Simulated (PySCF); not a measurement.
These 3 structures share the formula C3H5FO2. Level of theory: PySCF 2.14.0, PBE0-D3(BJ)/def2-SVP geometry optimisation, gas phase. One conformer each; no zero-point energy, no entropy. No frequencies were run at this level. Point groups hold within 0.08 Å.

Question: Rank from lowest to highest electronic energy at this level (kJ/mol).
A. `[F:1][C@@H:2]1[CH2:3][O:4][CH2:5][O:6]1` with F1–C2–C3–O4 -116°, C2–C3–O4–C5 19°, C3–O4–C5–O6 -35°, O4–C5–O6–C2 38°
B. `[OH:1][CH2:2][C@@H:3]1[O:4][C@@H:5]1[F:6]` with H–O1–C2–C3 59°, O1–C2–C3–O4 -67°
C. `[CH3:1][C@@H:2]([F:3])[O:4][CH:5]=[O:6]` with C1–C2–O4–C5 154°, C2–O4–C5–O6 -3°

Answer: C (0.0), A (71.0), B (153.1).

As drawn, the lowest has a C=O bond and a C(=O)–O unit, which the highest lacks; the highest has a three-membered ring and an O–H bond, which the lowest lacks.

```json
{"SMILES": "C[C@@H](F)OC=O", "E (Eh)": "-366.96404", "E rel (kJ/mol)": "0.0", "dipole (D)": "2.43", "point group": "C1", "A, B, C (MHz)": "7118, 2509, 2162"}
{"SMILES": "F[C@@H]1COCO1", "E (Eh)": "-366.93700", "E rel (kJ/mol)": "71.0", "dipole (D)": "0.97", "point group": "C1", "A, B, C (MHz)": "6685, 3670, 2859"}
{"SMILES": "OC[C@@H]1O[C@@H]1F", "E (Eh)": "-366.90574", "E rel (kJ/mol)": "153.1", "dipole (D)": "1.67", "point group": "C1", "A, B, C (MHz)": "7793, 2427, 2158"}
```
